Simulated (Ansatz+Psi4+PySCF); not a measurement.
Values are calculated unless marked as measured or tabulated.
Input for Ansatz (development build ahead of 0.2.0):

```yaml
crystal:
  periodic: [false, false, false]
  atoms:
    - { symbol: C, position_ang: [0.01203, 0.45261, 0.00579] }
    - { symbol: C, position_ang: [1.19442, -0.15915, -0.014] }
    - { symbol: F, position_ang: [-1.15477, -0.27548, 0.01891] }
    - { symbol: H, position_ang: [1.30335, -1.2354, 0.00991] }
    - { symbol: H, position_ang: [2.08269, 0.45487, -0.01638] }
basis:
  gaussian: { orbitals: cc-pVTZ }
magnetization:
  spin_polarized: true
  initial_magnetization: 1
hamiltonian:
  xc: hf
correlation:
  method: mp2
  frozen_orbitals: { C: 1, F: 1, H: 0 }
scf:
  omitted_lower_state_checks: [stability, starts, atomic_configurations, cluster_reference, orbital_swaps, given_window_search, neighbouring_geometries, increment]
```

The input is written out in the form of the current development build from the run's settings.

Results

- Converged: yes
- Reference energy: -176.30017 hartree
- Correlation energy: -0.52428 hartree
- Total energy: -176.82446 hartree
- Spin squared of the determinant: 1.009

Caution: the unrestricted determinant is spin contaminated.
